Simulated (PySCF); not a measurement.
Si(H)3(Me) cation (CH₆Si), SMILES C[SiH3] (connectivity only; charge and spin as stated), charge +1, multiplicity 2. Atoms are numbered in the order given.

```xyz
8

Si     0.0000     0.0000     0.7827
C      0.0000     0.0000    -1.4957
H     -1.2612     0.7282     0.9740
H      1.2612     0.7282     0.9740
H      0.0000    -1.4564     0.9740
H     -0.9332    -0.5388    -1.6351
H      0.9332    -0.5388    -1.6351
H      0.0000     1.0776    -1.6351
```
Charge +1, spin multiplicity 2.

The structure is a stationary point at B3LYP-D3(BJ)/def2-TZVP. The spin state was assumed, not searched. The isomer is the one that the SMILES or the coordinates give; other isomers of the formula were not compared.

These are PBE/def2-TZVPD run with PySCF values and carry that method's errors.

The molecule is in vacuum.

```
Property                                                           Result
------------------------------------------------  -----------------------
total energy                                           -330.62447 hartree
point group                                                           C3v
α spin, highest occupied and lowest empty level       -14.17 and -7.66 eV
β spin, highest occupied and lowest empty level      -14.87 and -12.39 eV
dipole moment about the centre of nuclear charge                   0.63 D
mean static polarisability                           38.7 bohr³ (5.74 Å³)
polarisability, principal values                   35.2, 35.2, 45.7 bohr³
⟨S²⟩                                              0.753 (pure state 0.75)
```
